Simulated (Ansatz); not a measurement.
# doublet SiNH2Cl+: levels of theory compared

Wanted: a comparison of 6 runs (UBLYP/STO-3G, UCAM-B3LYP/STO-3G, RPA@PBE/STO-3G, UCCSDT(Q)/STO-3G, UCCSD/STO-3G, UCCSD(T)/STO-3G) of doublet SiNH2Cl+. 

Program for the calculation: Ansatz 0.2.0.

66 further runs of the same task are left out: 66 set aside as unsound or not needed.

### 1 Starting point

SiNH2Cl+: 5 atoms, total charge +1, spin state doublet. SMILES of the parent species: `N[Si]Cl`. The shape is that of a PBE0-D4/def2-TZVP optimisation. This is one conformer, not always the lowest. That shape belongs to the parent species and isn't relaxed for this state.

Bond lengths: N1–Si2 1.701 Å, Si2–Cl3 2.104 Å, N1–H4 1.009 Å, N1–H5 1.010 Å. Angles: N1–Si2–Cl3 98.2°, Si2–N1–H4 121.0°, Si2–N1–H5 126.0°, H4–N1–H5 113.0°.

### 2 The energy at UBLYP/STO-3G (run 1)

Input file molecule.yaml:

```yaml
basis:
  gaussian: {orbitals: STO-3G}
crystal:
  periodic: [false, false, false]
  atoms:
    - symbol: N
      position_ang: [-0.148200, 0.583400, -0.233900]
    - symbol: Si
      position_ang: [-0.116200, -0.341800, 1.192600]
    - symbol: Cl
      position_ang: [0.649000, -2.124500, 0.377300]
    - symbol: H
      position_ang: [-0.473300, 1.538600, -0.227400]
    - symbol: H
      position_ang: [0.138600, 0.270600, -1.150000]
total_charge: 1
magnetization: {spin_polarized: true, initial_magnetization: 1}
hamiltonian: {xc: {name: BLYP}}
accuracy: high
```

On the command line:

```console
ansatz run molecule.yaml --threads 1 --pin off --max-ram 2610MiB --events-out events.jsonl --progress --plain --runs-dir runs
```

The log of the run:

```text
Warning: RAYON_NUM_THREADS=1 ignored (pool sized by the plan → 1); use --threads N
Functional definition: BLYP
  name "BLYP"
  parameter beta = 0.0042
  parameter a = 0.04918
  parameter b = 0.132
  parameter c = 0.2533
  parameter d = 0.349
  exchange = b88_x(beta = beta)
  correlation = lyp_c(a = a, b = b, c = c, d = d)
457 factors; integrals over basis functions are off by at most 1.2e-8 eV
mean field evaluation 1: about -21657.4444 eV, gradient 3.1e1 eV
mean field evaluation 2: about -21608.1371 eV, gradient 8.0e1 eV
mean field evaluation 4: about -21665.3348 eV, gradient 8.7e0 eV
mean field evaluation 8: about -21666.1600 eV, gradient 7.3e-2 eV
mean field evaluation 16: about -21666.1600 eV, gradient 7.0e-6 eV
mean field evaluation 32: about -21665.2754 eV, gradient 3.5e-1 eV
mean field -21666.16002334 eV, -796.2166950069 hartree, gradient 3.9e-8 eV, S^2 0.753835; 4 other end points of the search recorded, 0 dependent functions left out
reference -21666.16006238 eV, -796.2166964416 hartree; 20, 19 occupied and 5, 6 virtual orbitals, 457 factors
Total energy: -21666.16006238 eV, -796.2166964416 hartree
```

Wall time 3.3 s (1 thread of Arm Neoverse V1, shared host); peak memory 0.14 GiB.

### 3 A single-point energy at UCAM-B3LYP/STO-3G (run 2)

Input file job.yaml:

```yaml
crystal:
  periodic: [false, false, false]
  atoms:
    - {symbol: "N", position_ang: [-0.148200, 0.583400, -0.233900]}
    - {symbol: Si, position_ang: [-0.116200, -0.341800, 1.192600]}
    - {symbol: Cl, position_ang: [0.649000, -2.124500, 0.377300]}
    - {symbol: H, position_ang: [-0.473300, 1.538600, -0.227400]}
    - {symbol: H, position_ang: [0.138600, 0.270600, -1.150000]}
basis:
  gaussian:
    orbitals: STO-3G
total_charge: 1
magnetization:
  spin_polarized: true
  initial_magnetization: 1
hamiltonian:
  xc: {name: CAM-B3LYP}
accuracy: high
```

On the command line:

```console
ansatz run job.yaml --threads 1 --pin off --max-ram 2610MiB --events-out events.jsonl --progress --plain --runs-dir runs
```

The log of the run, cut to the lines that bear on the results:

```text
Warning: RAYON_NUM_THREADS=1 ignored (pool sized by the plan → 1); use --threads N
Functional definition: CAM-B3LYP
  name "CAM-B3LYP"
[...]
457 factors; integrals over basis functions are off by at most 1.2e-8 eV
180 factors; integrals over basis functions are off by at most 9.4e-10 eV
[...]
mean field -21667.14154454 eV, -796.2527652459 hartree, gradient 4.5e-8 eV, S^2 0.759874; 2 other end points of the search recorded, 0 dependent functions left out
reference -21667.14155845 eV, -796.2527657568 hartree; 20, 19 occupied and 5, 6 virtual orbitals, 457 factors
Total energy: -21667.14155845 eV, -796.2527657568 hartree
```

It took 3.9 s on 1 thread of Arm Neoverse V1, shared host; peak memory 0.15 GiB.

Runs 3 to 5 aren't shown in full; the table further down has their settings and results.

### 4 A single-point energy at UCCSD(T)/STO-3G (run 6)

Input file run.yaml:

```yaml
crystal:
  periodic: [false, false, false]
  atoms:
    - symbol: N
      position_ang: [-0.148200, 0.583400, -0.233900]
    - symbol: Si
      position_ang: [-0.116200, -0.341800, 1.192600]
    - symbol: Cl
      position_ang: [0.649000, -2.124500, 0.377300]
    - symbol: H
      position_ang: [-0.473300, 1.538600, -0.227400]
    - symbol: H
      position_ang: [0.138600, 0.270600, -1.150000]
basis:
  gaussian: {orbitals: STO-3G}
total_charge: 1
magnetization: {spin_polarized: true, initial_magnetization: 1}
correlation: {method: ccsd_t, frozen_orbitals: {Cl: 5, H: 0, "N": 1, Si: 5}}
accuracy: high
scf: {omitted_lower_state_checks: [cluster_reference, increment]}
```

On the command line:

```console
ansatz run run.yaml --threads 1 --pin off --max-ram 2610MiB --events-out events.jsonl --progress --plain --runs-dir runs
```

The log of the run, cut to the lines that bear on the results:

```text
Warning: RAYON_NUM_THREADS=1 ignored (pool sized by the plan → 1); use --threads N
Functional definition: HF
  name "HF"
[...]
457 factors; integrals over basis functions are off by at most 1.2e-8 eV
[...]
mean field -21630.13927962 eV, -794.8929570912 hartree, gradient 1.9e-8 eV, S^2 0.784817; 7 other end points of the search recorded, 0 dependent functions left out
11 core orbitals not correlated: weight in the atoms' cores, before any rotation towards them, 1.000 or more for the frozen orbitals, at most 0.000 for the correlated occupied ones
reference -21630.13927962 eV, -794.8929570912 hartree; 9, 8 occupied and 5, 6 virtual orbitals, 457 factors
second order -2.59942393 eV of doubles, -0.00000000 eV of singles
cycle   1  -2.88105673 eV  change   -2.8e-1 eV  update   1.1e-1
[...]
cycle  33  -3.27392457 eV  change   -1.0e-9 eV  update   1.4e-9
perturbative correction -0.15525799 eV, -0.0057056259 hartree
Total energy: -21633.56846219 eV, -795.0189772260 hartree
Checks for a lower state left out: cluster_reference, increment
```

Wall time 1.1 s (1 thread of Arm Neoverse V1, shared host).

### 5 The series

```tsv
run	level	frozen core orbitals	energy (Eh)	⟨S²⟩	wall time
1	UBLYP/STO-3G	–	-796.216696	0.754	3.3 s
2	UCAM-B3LYP/STO-3G	–	-796.252766	0.760	3.9 s
3	RPA@PBE/STO-3G	11	-795.084980	0.755	4.5 s
4	UCCSDT(Q)/STO-3G	11	-795.020364	0.785	2.8 s
5	UCCSD/STO-3G	11	-795.013272	0.785	1 s
6	UCCSD(T)/STO-3G	11	-795.018977	0.785	1.1 s
```

### 6 Outcome

| quantity | value |
| --- | --- |
| run 6: total energy | -795.01898 Eh |
| run 6: correlation energy (11 core orbitals frozen) | -126.0 mEh |
| run 6: (T) correction | -5.71 mEh |
| run 6: ⟨S²⟩ of the reference determinant | 0.785 |
| run 6: T1 diagnostic | 0.032 |

What this shows: Totals of different functionals can't be ranked against each other. In runs 1, 2, 3, 4, 5, 6 the basis is minimal, so the values are rough. All runs together took 17 s, the longest 4.5 s.
